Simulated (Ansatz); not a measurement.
H4S2Si, SMILES S[SiH2]S, a composite energy at a relaxed geometry

Computed with Ansatz's Python interface.

`h4s2si_composite.py`:
```python
"""A composite energy for H4S2Si: DFT geometry, MP2 basis limit, coupled-cluster correction."""

import itertools

import ansatz as az
from ase.data import atomic_numbers, covalent_radii
import numpy as np

GEOMETRY = """
S    -1.24630   -0.97800   -0.71480
Si    0.03130    0.44500    0.21670
S     1.55750   -0.66800    1.14690
H    -2.08750   -0.00690   -1.18200
H     0.62080    1.32110   -0.83960
H    -0.71040    1.25990    1.21960
H     1.89580   -1.44110    0.10740
"""

h4s2si = az.Crystal.molecule()
for line in GEOMETRY.strip().splitlines():
    symbol, *xyz = line.split()
    h4s2si = h4s2si.atom(symbol, [float(v) for v in xyz])

job = h4s2si.calculation()
job = job.basis(gaussian="def2-SVP").functional("pbe0")
symbols = [site.symbol for site in h4s2si.cartesian_sites]
start = np.array([site.position_ang for site in h4s2si.cartesian_sites], dtype=float)
report = job.relax(force_tolerance=0.01).run(threads=1, backend="cpu").report
end = np.array(report["positions_ang"])
# pairs closer than 1.2 times the sum of covalent radii, before or after
radius = [covalent_radii[atomic_numbers[s]] for s in symbols]
span = lambda where, i, j: np.linalg.norm(where[i] - where[j])
bonded = [(i, j) for i, j in itertools.combinations(range(len(symbols)), 2) if min(span(start, i, j), span(end, i, j)) < 1.2 * (radius[i] + radius[j])]
print("pair        before    after (A)")
for i, j in bonded:
    print(f"{symbols[i]}{i}-{symbols[j]}{j}".ljust(10), f"{span(start, i, j):8.4f} {span(end, i, j):8.4f}")
for first, second in list(itertools.combinations(bonded, 2)):
    shared = set(first) & set(second)
    if shared and symbols[(j := shared.pop())] != "H":
        i, k = sorted((set(first) | set(second)) - {j})
        u, v = end[i] - end[j], end[k] - end[j]
        angle = np.degrees(np.arccos(np.clip(u @ v / np.linalg.norm(u) / np.linalg.norm(v), -1, 1)))
        print(f"final angle {symbols[i]}{i}-{symbols[j]}{j}-{symbols[k]}{k}: {angle:.2f} deg")

minimum = az.Crystal.molecule()
for symbol, place in zip(symbols, end):
    minimum = minimum.atom(symbol, place.tolist())
at_minimum = minimum.calculation()
# MP2 extrapolated to the basis limit, plus the small-basis difference CCSD(T) - MP2
level = lambda method, basis: at_minimum.basis(gaussian=basis).correlation(method).run(threads=1, backend="cpu").report
small, large, cluster = level("mp2", "cc-pVDZ"), level("mp2", "cc-pVTZ"), level("ccsd_t", "cc-pVDZ")
corr = lambda each: (each["free_energy_ev"] - each["reference_energy_ev"]) / 27.211386246
mp2_limit = (27 * corr(large) - 8 * corr(small)) / 19
pieces = {"HF / cc-pVTZ": large["reference_energy_ev"] / 27.211386246, "MP2 correlation, DZ-TZ limit": mp2_limit, "CCSD(T) - MP2 / cc-pVDZ": corr(cluster) - corr(small)}
for name, value in pieces.items():
    print(f"{name:32s} {value:14.6f} Ha")
print(f"{'sum':32s} {sum(pieces.values()):14.6f} Ha")
print("T1 diagnostic", round(cluster["correlation"]["coupled_cluster"]["t1_diagnostic"], 4))
```

```console
$ python h4s2si_composite.py
pair        before    after (A)
S0-Si1       2.1272   2.1504
S0-H3        1.3671   1.3519
Si1-S2       2.1055   2.1383
Si1-H4       1.4936   1.4930
Si1-H5       1.4900   1.4898
S2-H6        1.3389   1.3519
final angle Si1-S0-H3: 94.20 deg
final angle S0-Si1-S2: 109.06 deg
final angle S0-Si1-H4: 107.75 deg
final angle S0-Si1-H5: 113.55 deg
final angle S2-Si1-H4: 113.36 deg
final angle S2-Si1-H5: 103.76 deg
final angle Si1-S2-H6: 94.64 deg
final angle H4-Si1-H5: 109.46 deg
HF / cc-pVTZ                       -1086.432067 Ha
MP2 correlation, DZ-TZ limit          -0.528537 Ha
CCSD(T) - MP2 / cc-pVDZ               -0.061128 Ha
sum                                -1087.021733 Ha
T1 diagnostic 0.0102
```

Caveats:
- Total energies depend on the basis set; only differences at equal settings carry meaning.
- The sum leaves out core correlation, relativity, the Hartree-Fock basis error and zero-point energy; a DZ-TZ extrapolation is rough.
- Inner cores stay frozen, so this is valence correlation.
- For Al to Cl the sets with a tight d function, cc-pV(X+d)Z, are usual.
- An extrapolation from small basis sets is rough.
- Wall time of the script: 61 s on 1 thread of Arm Neoverse N1 (shared host), peak memory 0.34 GiB.
